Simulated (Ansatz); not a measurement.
1T (CdI2-type) PtSe2: LDA at its full settings (plane-wave cutoff 520 eV, 12×12×8 k mesh (along the axes of the cell as run), Fermi–Dirac smearing 0.01 eV, scalar-relativistic PAW data made under PBE) and at cheaper ones, in a cell of 3 atoms with Γ-centred meshes.

| level and setting | equilibrium lattice constant a (Å) | lattice parameter c (Å) | bulk modulus (GPa) |
|---|---|---|---|
| LDA (Ansatz) | 3.741 | 4.762 | 64.5 |
| LDA (2×2×2 k mesh) (Ansatz) | 3.701 | 6.260 | 7.80 |
| LDA (4×4×4 k mesh) (Ansatz) | 3.757 | 4.762 | 68.6 |

Largest shifts from the full settings: lattice constant a -1.07 % (LDA (2×2×2 k mesh)), against a difference of +0.38 % of the full result from the reference 3.727 Å (measured, temperature not stated, not corrected to a static lattice; as tabulated in Björkman (2014), arXiv:1406.2436); lattice parameter c +31 % (LDA (2×2×2 k mesh)), against a difference of -6.15 % of the full result from the reference 5.074 Å (measured, temperature not stated, zero-point anharmonic expansion removed (computed with revB86b-DF2); no thermal correction; as tabulated in Björkman (2014), arXiv:1406.2436); bulk modulus -88 % (LDA (2×2×2 k mesh)).

The full settings aren't shown to be converged themselves.

Caveats: LDA has no dispersion term either, though it tends to give short spacings of layers, chains or molecules (LDA, LDA (2×2×2 k mesh), LDA (4×4×4 k mesh)); for a layered or molecular solid the relaxed cell lies over 5 % above the published volume, where the minimum can be shallow (LDA (2×2×2 k mesh)). Ansatz's density-functional and Hartree–Fock values are scalar-relativistic unless marked +SOC, with PAW data made under PBE.

Run with cheap settings on purpose, which may leave them unconverged: LDA (2×2×2 k mesh), LDA (4×4×4 k mesh).

Ansatz is a first-principles code.
